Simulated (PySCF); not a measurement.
## Excitation energies in several basis sets

Species: C4H6S.
InChI=1S/C4H6S/c1-2-4-5-3-1/h1-2H,3-4H2

TDDFT with PBE0 (PySCF), vertical singlets, core orbitals frozen in the response, spherical d and f functions. Geometry: PBE0-D3(BJ)/def2-SVP; no solvent, vibrations or thermal averaging.

| basis | functions | diffuse | S1 (eV) | S2 (eV) | S3 (eV) | S4 (eV) | S5 (eV) | LUMO (eV) | α (au) |
| --- | --- | --- | --- | --- | --- | --- | --- | --- | --- |
| 6-31G* | 86 | no | 5.44 | 5.46 | 7.01 | 7.18 | 7.56 | 0.60 | 53.1 |
| def2-SVP | 104 | no | 5.20 | 5.63 | 6.76 | 7.25 | 7.48 | 0.35 | 53.7 |
| 6-31+G* | 106 | yes | 5.13 | 5.23 | 5.53 | 6.12 | 6.38 | 0.21 | 60.8 |
| def2-SVPD | 155 | yes | 5.16 | 5.19 | 5.80 | 6.22 | 6.66 | 0.14 | 64.8 |
| aug-cc-pVDZ | 173 | yes | 5.13 | 5.14 | 5.17 | 5.90 | 5.92 | -0.09 | 66.0 |
| def2-TZVP | 197 | no | 5.17 | 5.23 | 6.34 | 6.78 | 7.06 | 0.21 | 61.7 |
| def2-TZVPD | 248 | yes | 5.04 | 5.15 | 5.47 | 6.00 | 6.21 | 0.14 | 66.3 |

Question: Compare the sets with the largest diffuse one.

Answer: States are compared by their number. Against the largest diffuse basis here (def2-TZVPD, itself not a converged limit), sets without diffuse functions differ by up to 0.40 eV in S1 and 1.35 eV in S5; the smaller diffuse sets differ by up to 0.12 and 0.45 eV. State by state, the largest deviation of a set without diffuse functions is S1 0.40, S2 0.48, S3 1.54, S4 1.25, S5 1.35 eV. The same number needn't mean the same state in each row. Against def2-TZVPD the polarisability deviates by -20% in 6-31G*, -19% in def2-SVP, -8% in 6-31+G*, -2% in def2-SVPD, 0% in aug-cc-pVDZ, -7% in def2-TZVP. A single + in a Pople set puts diffuse functions on heavy atoms only.
